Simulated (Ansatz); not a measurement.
C5H6O can be A, `C=C1C=C1OC`, or B, `C=C1OC=C1C`.

Isolated molecules relaxed with PBE0-D4/def2-TZVP in Ansatz; ΔE leaves out vibrations. CCSD(T)/CBS is the MP2 limit (def2-TZVPP, def2-QZVPP) plus CCSD(T) − MP2 in def2-TZVPP, frozen cores. Functionals use def2-TZVPP. B3LYP here is the variant with VWN-RPA as its local correlation; programs differ in this. One conformer a species, not always the lowest.

Problem. Which isomer does CCSD(T)/CBS put lower? Give the gap. (Best estimate.)

Solution. Ansatz gave: B, by 30.4 kcal/mol.

Problem. Give E(B) − E(A) in kcal/mol with CCSD/def2-TZVPP, ωB97M-V, PBE-D4, B3LYP-D4, B2PLYP, HF/def2-TZVPP, PBE0-D4. (Best estimate.)

Solution. Ansatz gave: CCSD/def2-TZVPP -29.8, ωB97M-V -28.3, PBE-D4 -27.6, B3LYP-D4 -26.6, B2PLYP -27.8, HF/def2-TZVPP -24.7, PBE0-D4 -27.4. None reverses the order clearly.

Largest T1 diagnostic: 0.013.

In def2-TZVPP, CCSD(T) changes the Hartree–Fock value by −5.8 kcal/mol (the triples alone add −0.7 kcal/mol) and MP2 by −4.7 kcal/mol.
